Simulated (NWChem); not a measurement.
Species: C$_{3}$H$_{7}$ cation

```xyz
10

C      1.2837     0.0140     0.1933
C      0.0000     0.0000    -0.4533
C     -1.2837    -0.0140     0.1933
H      2.0331    -0.6180    -0.3385
H      1.2815    -0.1110     1.2911
H      1.6783     1.0449    -0.0592
H      0.0000     0.0000    -1.5646
H     -1.6783    -1.0449    -0.0592
H     -2.0331     0.6180    -0.3385
H     -1.2815     0.1110     1.2911
```
Atoms are numbered in this order, from 1.

Level: PBE-D3(BJ)/def2-SVP (NWChem), optimised geometry, unscaled harmonic frequencies. 

List the harmonic frequencies with IR intensities, and the thermochemistry.


```tsv
frequency (cm⁻¹)	IR intensity (km/mol)
112	9.6
140	22.5
415	0.1
580	0.1
709	57.9
894	3.1
916	15.4
1051	44.0
1137	7.1
1178	247.3
1222	74.6
1242	9.1
1283	7.9
1291	12.3
1356	34.6
1405	20.6
1519	86.9
2833	274.8
2846	2.8
2974	96.0
2977	0.2
3060	1.4
3121	15.6
3122	19.1
```

```
Quantity                                                                           Result
-----------------------------------------------------------------------  ----------------
zero-point energy                                                           53.4 kcal/mol
thermal correction to the enthalpy at 298.15 K (with zero-point energy)     57.2 kcal/mol
heat capacity Cv                                                         15.9 cal/(mol K)
entropy at 298.15 K and 1 atm (symmetry number 2)                        66.5 cal/(mol K)
```

Rigid rotor and harmonic oscillator.
